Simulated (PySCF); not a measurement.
Gas-phase reaction: S₂ + 3 C₄H₈ (trans-2-butene) = 2 (CH₃)₂S + 4 C₂H₃ (vinyl)

Computed with PySCF (xtb for GFN2) and rigid-rotor harmonic-oscillator thermochemistry at 1 bar. † marks an energy on the PBE0/def2-TZVP geometry and frequencies; other levels use their own. Open shells (unrestricted): S₂ (multiplicity 3), C₂H₃ (vinyl) (multiplicity 2); the rest are closed-shell singlets. GFN2 has no spin-polarisation term. B3LYP is the form with VWN-RPA correlation. The harmonic model lacks anharmonicity and excited electronic states, which grow with temperature; levels with a mode under 35 cm⁻¹ are left out. Internal rotation in C₄H₈ (trans-2-butene), (CH₃)₂S is treated as a harmonic vibration of one conformer, which makes the entropy rough.

| level | ΔE electronic, kJ | ΔH°(298 K), kJ | ΔS°(298 K), J/K | ΔG°(1800 K), kJ |
|---|---|---|---|---|
| B3LYP/def2-TZVP† | 1037 | 979 | 397 | 254 |
| BLYP/def2-TZVP† | 1012 | 953 | 397 | 229 |
| GFN2-xTB | 1367 | 1298 | 393 | 573 |
| PBE/def2-TZVP† | 1071 | 1013 | 397 | 289 |
| PBE0/def2-QZVP† | 1073 | 1014 | 397 | 290 |
| PBE0/def2-SVP† | 1125 | 1066 | 397 | 342 |
| PBE0/def2-TZVP | 1076 | 1017 | 397 | 293 |
| LDA/def2-TZVP† | 1222 | 1163 | 397 | 439 |
| ωB97X-V/def2-TZVP† | 1084 | 1026 | 397 | 302 |
ΔH° is lowest at BLYP/def2-TZVP† and highest at GFN2-xTB. No reference value is set beside these.
